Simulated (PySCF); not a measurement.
Working with the constants of Si₂

UHF-CCSD(T) constants of Si₂, ³Σg⁻ (triplet), unpaired electrons π ↑↑ (Si pcseg-1; no relativity (PySCF 2.14); masses 27.9769 and 27.9769 u):

| Item | Value |
| --- | --- |
| ωe | 497.4 cm⁻¹ |
| ωexe | 2.03 cm⁻¹ |
| Be | 0.23277 cm⁻¹ |
| αe | 0.00132 cm⁻¹ |
| D (centrifugal) | 2.04e-07 cm⁻¹ |
| De to Si + Si | 2.61 eV |

**Question.** Give the vibrational terms G(v) and spacings up to v = 6.

**Answer.** G(v) = ωe(v+½) − ωexe(v+½)².

```
v  G(v) (cm⁻¹)  G(v) − G(v−1)  Bv (cm⁻¹)
0        248.2                    0.2321
1        741.5          493.3     0.2308
2       1230.8          489.3     0.2295
3       1716.0          485.2     0.2281
4       2197.2          481.2     0.2268
5       2674.3          477.1     0.2255
6       3147.3          473.0     0.2242
```

**Question.** How well does the Morse estimate ωe²/(4ωexe) reproduce De, and what is D0?

**Answer.** It gives 3.78 eV, 145 % of the computed De. D0 = De − G(0) = 2.61 − 0.03 = 2.58 eV.

Correlated steps freeze 10 core orbitals. Correlated levels converge slowly with the basis: in double zeta they bind strong bonds too weakly, by up to about 1 eV, and carry superposition errors of some tenths. The state is the lowest determinant that a PBE0 search found; another state may lie lower at other levels.
